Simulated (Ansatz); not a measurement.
Geometry optimisation, RKS PBE/6-31G* in Ansatz.

The input (input.yaml):

```yaml
crystal:
  periodic: [false, false, false]
  atoms:
    - { symbol: Si, position_ang: [-0.521576, 0.21938, -0.248117] }
    - { symbol: C, position_ang: [0.156648, -0.218876, 2.734801] }
    - { symbol: H, position_ang: [0.020268, -0.605206, 3.76047] }
    - { symbol: H, position_ang: [0.851573, -0.875471, 2.190543] }
    - { symbol: H, position_ang: [0.566063, 0.800797, 2.786679] }
    - { symbol: H, position_ang: [0.543475, 1.048045, 0.397656] }
    - { symbol: H, position_ang: [-0.516034, 0.589344, -1.71341] }
    - { symbol: H, position_ang: [-0.179503, -1.243032, -0.173269] }
    - { symbol: Si, position_ang: [-2.634155, 0.603359, 0.447457] }
    - { symbol: H, position_ang: [-3.573329, -0.065967, -0.519876] }
    - { symbol: H, position_ang: [-2.964006, 0.089668, 1.818285] }
    - { symbol: H, position_ang: [-2.941198, 2.075442, 0.430083] }
    - { symbol: H, position_ang: [-0.833225, -0.196584, 2.243698] }
basis:
  gaussian: { orbitals: "6-31G*" }
hamiltonian:
  xc: pbe
relax:
  f_tol: 0.03
  max_steps: 50
output:
  orbitals: {}
```

Launched with:

```bash
$ ansatz run input.yaml --threads 1 --pin off --max-ram 2048MiB --backend cpu --events-out ev --progress --plain --runs-dir out
```

Q: Where does it end, and by what steps?

A: The run converged. The force dipped under the threshold on the way, but the program's further checks kept it going. After 11 steps the energy has fallen by 0.304 eV; H13 moved furthest, 0.88 Å.

```csv
step,energy less start (eV),largest force component (eV/Å),accepted
0,0.0000,1.211,yes
1,-0.2110,0.242,yes
2,-0.2727,0.090,yes
3,-0.2869,0.141,yes
4,-0.2965,0.082,yes
5,-0.3002,0.044,yes
6,-0.3019,0.061,yes
7,-0.3028,0.050,yes
8,-0.3031,0.024,yes
9,-0.3033,0.013,yes
10,-0.3033,0.040,yes
11,-0.3036,0.020,yes
```

```xyz
13
Properties=species:S:1:pos:R:3
Si -0.669 0.312 -0.722
C 0.396 -0.364 3.317
H 0.574 -0.762 4.329
H 0.966 -0.957 2.585
H 0.721 0.686 3.275
H 0.347 1.102 0.050
H -0.585 0.720 -2.165
H -0.314 -1.143 -0.624
Si -2.829 0.698 0.117
H -3.847 -0.068 -0.679
H -2.932 0.264 1.551
H -3.173 2.157 0.040
H -0.679 -0.425 3.083
```

Whether the end is a true minimum wasn't checked by a vibrational analysis.

Time of the run: 16 s on 1 thread of Intel(R) Xeon(R) 6975P-C (Granite Rapids), on a shared host, peak memory 0.13 GiB.
